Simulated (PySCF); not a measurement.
# Ionisation of 1,2-pentadiene

Molecule: 1,2-pentadiene, `C=C=CCC` (C5H8). Non-hydrogen atoms are numbered in `[CH2:1]=[C:2]=[CH:3][CH2:4][CH3:5]`.

Energies: ωB97X-D3(BJ)/ma-def2-TZVP (PySCF, density fitting, integration grid level 2) on PBE0-D3(BJ)/def2-SVP structures. The prefix ma- adds one diffuse s and one diffuse p function on all atoms but H. Zero-point and thermal terms (298.15 K, 1 bar) come from unscaled PBE0-D3(BJ)/def2-SVP harmonic frequencies, with soft modes damped to free rotors in the entropy.

Frontier levels of the parent: HOMO -9.60 eV, LUMO 1.10 eV.

Oxidation to the radical cation:
| Property | Result |
| --- | --- |
| Vertical ionisation energy (electronic) | 9.39 eV |
| Adiabatic ionisation energy (with zero-point energy) | 8.92 eV |
| Adiabatic, electronic part | 9.00 eV |
| Vertical gap at the product's structure | 8.39 eV |
| Inner reorganisation energy (four-point) | 999 meV |
| Relaxation of product / of parent | 386 / 613 meV |
| ⟨S²⟩ of the product | 0.762 |
| Largest spin populations | C3 0.34, C2 0.29, C1 0.23 |
| Largest changes of atomic charge | C3 0.21, C2 0.17, C1 0.17, H (on C1) 0.09 |
| Distances that move most (Å) | C2–C3 1.310 → 1.339; C3–C4 1.505 → 1.483; C4–H 1.101 → 1.118; C1–H 1.095 → 1.102 |
| Potential in DMSO | 6.55 V absolute, 2.02 V against Fc+/Fc computed at 4.53 V (solvation -9 → -236 kJ/mol) |

Solvents are IEF-PCM continua (electrostatics only, gas-phase structures); absolute potentials refer to an electron at rest in vacuum. Fc+/Fc in DMSO, 4.53 V, is ωB97X-D3(BJ)/ma-def2-TZVP on PBE0-D3(BJ)/def2-SVP structures with GFN2-xTB thermal terms. Benchmark calculations put it near 5.0 V in acetonitrile and DMSO, so it is about 0.5 V low, and the value against it can read up to that much too high.

Measured values (NIST Chemistry WebBook, evaluated or the median of agreeing entries): adiabatic ionisation energy 9.25 eV (computed 8.92, difference -0.33).
